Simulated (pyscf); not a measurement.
Single points on ωB97X-D3(BJ)/def2-SVP structures (PySCF, gas phase).

### Question
What is the homolytic dissociation enthalpy (298 K, ωB97M-D3(BJ)/def2-TZVP) of the Nb–Si bond of O=Nb(OH)(SiH₃)–Cl, to [O=Nb(OH)–Cl]• + SiH₃•?

### Answer
Nb–Si to [O=Nb(OH)–Cl]• + SiH₃•: 2.44 eV. The 7 functionals that were run give +2.21 (M06-2X) to +2.79 eV (ωB97X-D3(BJ)). The radicals are drawn with the spin at the cut bond; how far it spreads was not checked. Other isomers of [O=Nb(OH)–Cl]• were not searched in full and may lie lower. Open-shell species with a d-block atom are single-reference here; other states, and whether the spin sits on metal or ligand, were not checked. Elements past Kr carry the def2 core potentials, without spin-orbit coupling.
